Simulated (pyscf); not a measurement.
HO–BH–Cl (SMILES OBCl) -> HB=O (SMILES B=O) + HCl (SMILES Cl) (elimination; singlet surface; B–Cl, H–O broken, Cl–H formed). Optimised with ωB97X-D3(BJ)/def2-SVP in PySCF. MP2 and CC: frozen core, UHF for open shells. ΔMP2 is the change of the MP2 total energy from the triple- to the quadruple-zeta basis. Energies in kcal/mol from the reactant's lowest minimum found.

```csv
level,barrier,reaction energy
ωB97X-D3(BJ)/def2-TZVP,52.0,+36.9
PBE/def2-TZVP,(withheld),+34.8
M06-2X/def2-TZVP,51.5,+37.7
HF/def2-TZVP,62.7,+34.9
MP2/def2-QZVPP,50.1,+33.5
CCSD/def2-TZVPP,54.6,+34.0
CCSD(T)/def2-TZVPP + ΔMP2(QZVPP),(withheld),(withheld)
```

Problem. Complete the blanks.

Solution. 
- PBE/def2-TZVP, barrier: 44.6
- CCSD(T)/def2-TZVPP + ΔMP2(QZVPP), barrier: 51.6
- CCSD(T)/def2-TZVPP + ΔMP2(QZVPP), reaction energy: +33.6

Of the functionals in the table, M06-2X is closest to CCSD(T)/def2-TZVPP + ΔMP2(QZVPP) in the barrier (0.1 kcal/mol apart) and PBE least close (7.0 kcal/mol); that level has limits of its own. On the product side the descent ends in a complex (not fully relaxed), 4.3 kcal/mol under the separated species and 19.5 kcal/mol under the saddle at ωB97X-D3(BJ)/def2-TZVP. One saddle was located; it need not be the lowest between these sides. The CCSD(T) − MP2 part came from Ansatz, without density fitting, on the same reference.
